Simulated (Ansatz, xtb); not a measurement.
# Ranking isomers of CH4BN

6 gas-phase structures of CH4BN, found in a search over its isomers (lower ones may exist). Each was relaxed with GFN2-xTB:

A. `[BH3-][C+]=N`, a singlet
B. a singlet given by its coordinates
C. `B1CN1`, a singlet
D. `[BH2-]1C=[NH+]1`, a singlet
E. a singlet given by its coordinates
F. `[BH3-][N+]#C`, a singlet

E (Å):

```xyz
7

C    -0.3327   -0.3730   -1.0149
B    -0.1052    0.6977    0.0745
N     0.0780    1.5558    0.9537
H    -1.3645   -0.3705   -1.3602
H    -0.1138   -1.3698   -0.6378
H     0.3048   -0.2002   -1.8794
H     0.2208    2.2408    1.6519
```

Close contacts (Å): C1–B2 1.54, B2–N3 1.24, C1–H4 1.09, C1–H5 1.09, C1–H6 1.09, N3–H7 0.99.

B (Å):

```xyz
7

C    -1.1648    0.1871   -1.1392
B     0.7853    0.4090    0.5231
N    -0.2236    0.2900   -0.3411
H     0.5503    0.7682    1.6119
H     1.8671    0.1498    0.1589
H    -1.7235   -0.7408   -1.2489
H    -1.4753    1.0188   -1.7691
```

Close contacts (Å): C1–N3 1.24, B2–N3 1.33, C1–H6 1.09, C1–H7 1.09, B2–H4 1.17, B2–H5 1.17.

Task: Estimate their order in r2SCAN-D4/def2-SVP energy at these geometries, lowest first.

Result: Calculated order at r2SCAN-D4/def2-SVP: E (0.0), B (92.7), C (149.7), A (190.9), F (208.2), D (235.2) kJ/mol.

Energies above the lowest of each column, in kJ/mol; the last columns are at PBE0-D4/def2-TZVP geometries and were run for some of them only (a dash: not run or not comparable):

```csv
structure,GFN2-xTB,HF/STO-3G,r2SCAN-D4/def2-SVP,PBE0-D4/def2-TZVP,CCSD(T)/def2-TZVPP
E,0.0,0.0,0.0,0.0,0.0
B,16.9,89.3,92.7,94.0,99.8
C,86.8,129.8,149.7,–,–
A,160.1,238.5,190.9,–,–
F,126.1,228.6,208.2,–,–
D,167.0,225.2,235.2,–,–
```

Every level run on E puts it lowest or level with the lowest. Some further structures that were screened fall inside this span and aren't listed. Frequencies (PBE0-D4/def2-TZVP) were run for B, E alone.

Over these structures GFN2-xTB departs from r2SCAN-D4/def2-SVP by 25.3 kJ/mol on average once a common shift is removed. A GFN2-xTB relaxation took about 0.14 s and the r2SCAN-D4/def2-SVP energy about 1.4 s on a shared host (Ansatz 0.2.0, xtb 6.7.1).
